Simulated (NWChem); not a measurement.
## Electron attachment to CH₃O

SMILES: C[O]
```xyz
5

C      0.0733     0.5594     0.0459
O     -0.1151    -0.7753    -0.0895
H      0.6373     0.6891     1.0038
H      0.7096     1.0174    -0.7426
H     -0.8660     1.1399     0.1789
```
Charge 0, spin multiplicity 2.

All runs are NWChem calculations. All single points use one geometry, from UB3LYP/def2-SVP, a minimum by its harmonic frequencies.

Basis set: def2-TZVPD. The species with one electron more has spin multiplicity 1 and keeps the geometry of the parent. Δ marks differences of total energies (open shells unrestricted). −ε marks an orbital energy of the parent. That orbital need not have the symmetry of the hole or added electron in the Δ rows. The basis adds only a small set of diffuse functions.

B3LYP has NWChem's definition, with VWN1-RPA local correlation. The structure started from a generated list of species. No SCF solution was tested for a lower state.

### Question
One of these methods gave a vertical electron affinity of 4.14 eV. Which?
(A) −ε(beta LUMO) of B3LYP
(B) ΔBHandHLYP
(C) −ε(beta LUMO) of PBE
(D) −ε(beta LUMO) of BHandHLYP

### Answer
A, −ε(beta LUMO) of B3LYP. The others give 1.87 (−ε(beta LUMO) of BHandHLYP), 5.34 (−ε(beta LUMO) of PBE), 0.97 (ΔBHandHLYP).
